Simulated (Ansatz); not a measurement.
For CsCl-type TlCl, rVV10 in Ansatz (PAW) gives:

```
Property                                 Value
------------------------------  --------------
equilibrium lattice constant a         3.840 Å
formation enthalpy              -1.159 eV/atom
```

What does HSE06 (PAW; Ansatz, a first-principles code) give for the same quantities?


- lattice constant a: 3.883 Å (increases by 1.1 %)
- formation enthalpy: -1.036 eV/atom (moves by +0.123 eV/atom)

For comparison: lattice constant a 3.842 Å (measured, temperature not stated, not corrected to a static lattice; as tabulated in Wikipedia's data pages); formation enthalpy -1.058 ± 0.009 eV/atom (measured, 298 K, copied from a table, unchecked, not corrected to a static lattice; as tabulated in Wang et al. (2021), doi:10.1038/s41598-021-94550-5).

Changes are worked out from the printed values.

Unless a cell is named, each level is at its own relaxed cell (rVV10 28.31, HSE06 29.28 Å³/atom).

Levels without +SOC leave out spin–orbit coupling, which shifts energies and cells of such heavy elements.

Caveats: exact exchange on metals is sensitive to the k mesh and can open a false gap (HSE06). Ansatz's density-functional and Hartree–Fock values are scalar-relativistic unless marked +SOC, with PAW data made under PBE.
